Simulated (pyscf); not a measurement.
Structures and frequencies: ωB97X-D3(BJ)/def2-SVP in PySCF. MP2 and CC: frozen core, UHF for open shells. ΔMP2 is the change of the MP2 total energy from the triple- to the quadruple-zeta basis.

What are the homolytic bond dissociation enthalpies (298 K) of `[OH][Ga]([OH])[F]` at CCSD(T)/def2-TZVPP + ΔMP2(QZVPP), weakest first?

Ga–O to OH• + [HO–Ga–F]•: 105.4 kcal/mol; H–O to •O–Ga(OH)–F + H•: 121.3 kcal/mol; F–Ga to [HO–Ga–OH]• + F•: 129.4 kcal/mol. Ring and multiple bonds, and those that leave no two simple radicals, are not listed. The radicals are drawn with the spin at the cut bond; how far it spreads was not checked. Other isomers of [HO–Ga–F]•, •O–Ga(OH)–F, [HO–Ga–OH]• were not searched in full and may lie lower. The CCSD(T) − MP2 part came from Ansatz, without density fitting, on the same reference. The frozen core leaves the outer d or s,p core shells of the metals and heavy elements correlated in the MP2 and CC values, and def2-TZVPP describes them poorly, which can shift differences by a few kcal/mol. Left out: the spin-orbit lowering of F, OH. Elements up to Kr have no core potential and no relativistic terms here.
